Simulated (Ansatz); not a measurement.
# [H···H···SiH3], doublet: transfer scan

Starting geometry:

```xyz
6

H    -2.6755    0.0000    0.0000
H    -1.9305    0.0000    0.0000
Si    0.1055    0.0000    0.0000
H     0.5555   -1.4163    0.0000
H     0.5555    0.7081   -1.2265
H     0.5555    0.7081    1.2265
```

From there H2 is moved from one fragment to the other while all else, the fragments' distance too, stays fixed; atoms are numbered as listed. Energies are in eV, counted from the starting geometry at the same level.

Basis cc-pVDZ; Ansatz 0.2.0. Correlated methods freeze the noble-gas cores. R marks a restricted (for open shells ROHF) determinant, U an unrestricted one. Active spaces: valence = (9e, 9o) chosen from the atoms' valence shells.

Runs in a small pair space aren't shown, since their orbitals change along the scan.

Full CI isn't at hand for all of this; RCCSDTQ serves as the reference, and is uncertain by about the last step of the cluster series. The frozen core follows each run's orbitals, which can shift R against U totals by a few meV.

```csv
distance H1-H2 (Å),RCCSDTQ,error RCCSD,error UCCSD,error BCCD(T),error UCCSDT(Q),error NEVPT2 (valence space),error MRCISD (valence space)
0.745,0.000,0.000,0.000,0.000,0.000,0.000,0.000
0.830,0.029,0.005,0.005,0.001,0.000,-0.007,0.002
1.000,0.271,0.016,0.014,0.003,0.000,-0.019,0.005
1.171,0.346,0.012,0.010,0.002,0.000,-0.018,0.003
1.341,0.402,0.000,0.000,-0.001,0.000,-0.013,-0.001
```

Errors are those of relative energies. In total energy the starting point itself misses RCCSDTQ by: RCCSD 0.095, UCCSD 0.094, BCCD(T) 0.021, UCCSDT(Q) 0.000, NEVPT2 (valence space) 0.912, MRCISD (valence space) 0.156 eV.

Spread of the error over the points with a reference, to 1.341 Å (largest less smallest): UCCSDT(Q) 0.000, BCCD(T) 0.004, MRCISD (valence space) 0.006, UCCSD 0.014, RCCSD 0.017, NEVPT2 (valence space) 0.019 eV.
